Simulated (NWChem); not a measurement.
Program: NWChem. System: propene (C3H6), charge 0, spin multiplicity 1, at a geometry optimised with PBE0/def2-SVP. Level: RHF/def2-TZVP.

Input file:

```
start mol
memory heap 200 mb stack 900 mb global 1100 mb
geometry units angstroms nocenter noautoz
  C      0.251373     1.216148     0.000000
  C     -0.459434    -0.096628     0.000000
  C      0.125646    -1.295327     0.000000
  H     -0.024077     1.817183    -0.882952
  H     -0.024077     1.817183     0.882952
  H      1.344067     1.088526     0.000000
  H     -1.556478    -0.050605     0.000000
  H      1.215992    -1.399611     0.000000
  H     -0.460938    -2.217837     0.000000
  symmetry group Cs
end
basis spherical
  * library def2-tzvp
end
scf
  rhf
  nopen 0
  maxiter 100
  thresh 1e-7
  semidirect memsize 60000000 filesize 0
end
task scf energy
```

Part of the output:

```
             Northwest Computational Chemistry Package (NWChem) 7.3.0
             --------------------------------------------------------

                                NWChem Input Module
                                -------------------

 Scaling coordinates for geometry "geometry" by  1.889725989
 (inverse scale =  0.529177249)

 Turning off AUTOSYM since
 SYMMETRY directive was detected!

                             Geometry "geometry" -> ""
                             -------------------------

 Output coordinates in angstroms (scale by  1.889725989 to convert to a.u.)

  No.       Tag          Charge          X              Y              Z
 ---- ---------------- ---------- -------------- -------------- --------------
    1 C                    6.0000     0.25137300     1.21614800     0.00000000
    2 C                    6.0000    -0.45943400    -0.09662800     0.00000000
    3 C                    6.0000     0.12564600    -1.29532700     0.00000000
    4 H                    1.0000    -0.02407700     1.81718300    -0.88295200
    5 H                    1.0000    -0.02407700     1.81718300     0.88295200
    6 H                    1.0000     1.34406700     1.08852600     0.00000000
    7 H                    1.0000    -1.55647800    -0.05060500     0.00000000
    8 H                    1.0000     1.21599200    -1.39961100     0.00000000
    9 H                    1.0000    -0.46093800    -2.21783700     0.00000000

 Effective nuclear repulsion energy (a.u.)      70.5701132332

            Nuclear Dipole moment (a.u.)
            ----------------------------
        X                 Y               Z
 ---------------- ---------------- ----------------
    -0.0000018897    -0.0000056692     0.0000000000

      Symmetry information
      --------------------

 Group name             Cs
 Group number              2
 Group order               2
 No. of unique centers     8

      Symmetry unique atoms

     1    2    3    4    6    7    8    9


 Summary of "ao basis" -> "" (spherical)
 ------------------------------------------------------------------------------
       Tag                 Description            Shells   Functions and Types
 ---------------- ------------------------------  ------  ---------------------
 *                         def2-tzvp                  on all atoms

 Summary of "ao basis" -> "ao basis" (spherical)
 ------------------------------------------------------------------------------
       Tag                 Description            Shells   Functions and Types
 ---------------- ------------------------------  ------  ---------------------
 C                         def2-tzvp                11       31   5s3p2d1f
 H                         def2-tzvp                 4        6   3s1p

                                 NWChem SCF Module
                                 -----------------

  ao basis        = "ao basis"
  functions       =   129
  atoms           =     9
  closed shells   =    12
  open shells     =     0
  charge          =   0.00
  wavefunction    = RHF
  use symmetry    = T
  symmetry adapt  = T

 Summary of "ao basis" -> "ao basis" (spherical)
 ------------------------------------------------------------------------------
       Tag                 Description            Shells   Functions and Types
 ---------------- ------------------------------  ------  ---------------------
 C                         def2-tzvp                11       31   5s3p2d1f
 H                         def2-tzvp                 4        6   3s1p

      Symmetry analysis of basis
      --------------------------

        a'         89
        a"         40

 Forming initial guess at       0.1s

      Superposition of Atomic Density Guess
      -------------------------------------

 Sum of atomic energies:        -116.01283981

      Non-variational initial energy
      ------------------------------

 Total energy =    -117.930158
 1-e energy   =    -293.153151
 2-e energy   =     104.652880
 HOMO         =      -0.316310
 LUMO         =       0.006964

      Symmetry analysis of molecular orbitals - initial
      -------------------------------------------------

  Numbering of irreducible representations:

     1 a'          2 a"

  Orbital symmetries:

     1 a'          2 a'          3 a'          4 a'          5 a'
     6 a'          7 a'          8 a"          9 a'         10 a'
    11 a'         12 a"         13 a"         14 a'         15 a'
    16 a'         17 a'         18 a"         19 a'         20 a'
    21 a'         22 a"

 Starting SCF solution at       2.4s

 ----------------------------------------------
         Quadratically convergent ROHF

 Convergence threshold     :          1.000E-07
 Maximum no. of iterations :          100
 Final Fock-matrix accuracy:          1.000E-09
 ----------------------------------------------

              iter       energy          gnorm     gmax       time
             ----- ------------------- --------- --------- --------
                 1     -117.0784692002  6.45D-01  1.28D-01      2.5
                 2     -117.1130871534  1.87D-01  4.94D-02      2.7
                 3     -117.1165767106  6.89D-03  1.63D-03      3.3
                 4     -117.1165833738  1.95D-05  8.26D-06      4.4
                 5     -117.1165833738  3.08D-09  7.65D-10      5.9

       Final RHF  results
       ------------------

         Total SCF energy =   -117.116583373840
      One-electron energy =   -296.214667304331
      Two-electron energy =    108.527970697334
 Nuclear repulsion energy =     70.570113233157

        Time for solution =      3.5s

       Symmetry analysis of molecular orbitals - final
       -----------------------------------------------

  Numbering of irreducible representations:

     1 a'          2 a"

  Orbital symmetries:

     1 a'          2 a'          3 a'          4 a'          5 a'
     6 a'          7 a'          8 a'          9 a"         10 a'
    11 a'         12 a"         13 a'         14 a"         15 a'
    16 a'         17 a'         18 a"         19 a'         20 a'
    21 a'         22 a'

             Final eigenvalues
             -----------------

              1
    1  -11.2345
    2  -11.2242
    3  -11.2193
    4   -1.0631
    5   -0.9306
    6   -0.7537
    7   -0.6366
    8   -0.5825
    9   -0.5647
   10   -0.5218
   11   -0.4896
   12   -0.3588
   13    0.1505
   14    0.1559
   15    0.1830
   16    0.1947
   17    0.2224
   18    0.2235
   19    0.2471
   20    0.2782
   21    0.3218
   22    0.3313

                       ROHF Final Molecular Orbital Analysis
                       -------------------------------------

 Vector   10  Occ=2.000000D+00  E=-5.218428D-01  Symmetry=a'
              MO Center=  2.0D-01,  5.7D-01, -4.0D-15, r^2= 2.8D+00
   Bfn.  Coefficient  Atom+Function         Bfn.  Coefficient  Atom+Function
  ----- ------------  ---------------      ----- ------------  ---------------
     7      0.198525  1 C  py               107     -0.184268  6 H  s
    69      0.182188  3 C  py                 6     -0.171394  1 C  px
    10      0.170757  1 C  py                38     -0.151925  2 C  py

 Vector   11  Occ=2.000000D+00  E=-4.895848D-01  Symmetry=a'
              MO Center= -1.2D-01, -3.1D-01, -4.6D-15, r^2= 2.8D+00
   Bfn.  Coefficient  Atom+Function         Bfn.  Coefficient  Atom+Function
  ----- ------------  ---------------      ----- ------------  ---------------
    37      0.209585  2 C  px               113     -0.191816  7 H  s
    40      0.171427  2 C  px                68     -0.169230  3 C  px
   119     -0.155986  8 H  s

 Vector   12  Occ=2.000000D+00  E=-3.587510D-01  Symmetry=a"
              MO Center= -1.2D-01, -5.7D-01,  1.4D-14, r^2= 2.0D+00
   Bfn.  Coefficient  Atom+Function         Bfn.  Coefficient  Atom+Function
  ----- ------------  ---------------      ----- ------------  ---------------
    70      0.271066  3 C  pz                73      0.265427  3 C  pz
    39      0.249112  2 C  pz                42      0.245157  2 C  pz
    76      0.185418  3 C  pz                45      0.164527  2 C  pz

 Vector   13  Occ=0.000000D+00  E= 1.505097D-01  Symmetry=a'
              MO Center=  6.5D-02,  1.5D+00,  1.6D-15, r^2= 7.1D+00
   Bfn.  Coefficient  Atom+Function         Bfn.  Coefficient  Atom+Function
  ----- ------------  ---------------      ----- ------------  ---------------
     5      7.994674  1 C  s                 96     -2.245178  4 H  s
   102     -2.245178  5 H  s                108     -1.985063  6 H  s
    36     -1.788300  2 C  s                 43     -1.697498  2 C  px
   114     -1.419591  7 H  s                 44     -1.364888  2 C  py
    74      0.833156  3 C  px               120     -0.803877  8 H  s

 Vector   14  Occ=0.000000D+00  E= 1.559135D-01  Symmetry=a"
              MO Center= -1.1D-01, -6.6D-01, -8.1D-14, r^2= 3.6D+00
   Bfn.  Coefficient  Atom+Function         Bfn.  Coefficient  Atom+Function
  ----- ------------  ---------------      ----- ------------  ---------------
    45      0.988380  2 C  pz                76     -0.951814  3 C  pz
    96      0.257697  4 H  s                102     -0.257697  5 H  s
    39      0.254970  2 C  pz                70     -0.218593  3 C  pz
    42      0.212719  2 C  pz                14     -0.186246  1 C  pz

 Vector   15  Occ=0.000000D+00  E= 1.830129D-01  Symmetry=a'
              MO Center= -4.5D-01, -3.2D-01,  3.5D-15, r^2= 8.2D+00
   Bfn.  Coefficient  Atom+Function         Bfn.  Coefficient  Atom+Function
  ----- ------------  ---------------      ----- ------------  ---------------
    36      2.997548  2 C  s                114     -2.576642  7 H  s
     5     -2.512255  1 C  s                120      1.513576  8 H  s
   108      1.479404  6 H  s                126     -1.265422  9 H  s
    74     -0.905582  3 C  px                44      0.738045  2 C  py
    43     -0.594492  2 C  px                75     -0.582024  3 C  py

 center of mass
 --------------
 x =  -0.02205012 y =  -0.04703718 z =   0.00000000

 moments of inertia (a.u.)
 ------------------
         193.995627914322         -10.772872035104           0.000000000000
         -10.772872035104          39.331980633679           0.000000000000
           0.000000000000           0.000000000000         222.104401386166

  Mulliken analysis of the total density
  --------------------------------------

    Atom       Charge   Shell Charges
 -----------   ------   -------------------------------------------------------
    1 C    6     6.26   0.85  1.12  0.47  0.66  0.07  1.25  1.39  0.36  0.02  0.06  0.00
    2 C    6     6.12   0.85  1.12  0.50  0.59  0.10  1.22  1.32  0.30  0.02  0.09  0.01
    3 C    6     6.29   0.85  1.12  0.50  0.60  0.13  1.23  1.30  0.48  0.02  0.05  0.01
    4 H    1     0.89   0.26  0.49  0.11  0.02
    5 H    1     0.89   0.26  0.49  0.11  0.02
    6 H    1     0.90   0.26  0.50  0.11  0.02
    7 H    1     0.89   0.26  0.50  0.10  0.02
    8 H    1     0.88   0.26  0.50  0.10  0.02
    9 H    1     0.87   0.26  0.50  0.09  0.02

       Multipole analysis of the density wrt the origin
       ------------------------------------------------

     L   x y z        total         open         nuclear
     -   - - -        -----         ----         -------
     0   0 0 0      0.000000      0.000000     24.000000

     1   1 0 0     -0.020889      0.000000     -0.000002
     1   0 1 0      0.157330      0.000000     -0.000006
     1   0 0 1     -0.000000      0.000000      0.000000

     2   2 0 0    -14.169485      0.000000     27.360527
     2   1 1 0     -0.180086      0.000000      6.780638
     2   1 0 1     -0.000000      0.000000      0.000000
     2   0 2 0    -14.421500      0.000000    120.226378
     2   0 1 1      0.000000      0.000000      0.000000
     2   0 0 2    -16.620466      0.000000      5.568034

 Task  times  cpu:        5.9s     wall:        5.9s

 Total times  cpu:        5.9s     wall:        5.9s
```
